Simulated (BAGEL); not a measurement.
# How the cost of ROHF grows with the basis: doublet C4H8OS+

The species is C4H8OS+ (14 atoms), meant as a doublet with charge +1. As SMILES of the parent species, `CCSC(C)=O`. The shape is that of a PBE0-D4/def2-TZVP optimisation. This is one conformer, not always the lowest. That shape belongs to the parent species and isn't relaxed for this state.

ROHF (density fitting with tzvpp-jkfit), energy, BAGEL 1.2.2, on 1 thread of Intel Xeon at 2.30GHz, shared host. N is the number of basis functions, t the processor time.

```
      basis    N  t (s)   ln N   ln t
    pcseg-0   74    4.1  4.304  1.411
    pcseg-1  128    7.1  4.852  1.960
aug-pcseg-1  214     17  5.366  2.833
    pcseg-2  296      ?  5.690      ?
```

Task: Fit t = C·Nᵖ to the known rows and estimate the time in pcseg-2.

Result: 
1. Means of the 3 rows: ln N = 4.84067, ln t = 2.0680.
2. Σ(Δln N)² = 0.56411, Σ(Δln N·Δln t) = 0.75325, so the slope is 0.75325/0.56411 = 1.3353.
3. Intercept: 2.0680 − (1.3353) × 4.84067 = -4.3957. The largest residual of the fit is 0.123.
4. ln t = -4.3957 + 1.3353 × 5.690, so t ≈ 25 s.

The run took 24 s, so the estimate is too long by a factor of about 1.0. The fitted power is 1.3, with the electron count fixed. So low a power shows that fixed costs still weigh. SCF iterations also vary, from 21 to 26.
